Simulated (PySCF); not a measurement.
# Diamond-structure Si

Computed with G0W0@PBE0 (PySCF, GTH pseudopotentials, Gaussian basis).

Cell (measured lattice):

```
CELL_PARAMETERS angstrom
      0.00000     2.71500     2.71500
      2.71500     0.00000     2.71500
      2.71500     2.71500     0.00000
ATOMIC_POSITIONS crystal
  Si 0.00000 0.00000 0.00000
  Si 0.25000 0.25000 0.25000
```

```
Item                                                  Value
-------------------------------------------  --------------
band gap                                     1.60 eV ± 0.06
smallest direct gap on the k points sampled  3.75 eV ± 0.03
```

Note: cell and atoms aren't relaxed at this level.

A ± is a rough bar: the spread of an extrapolation, a floor set from checks against published values, or a statistical error.

Computed values are for the static lattice.
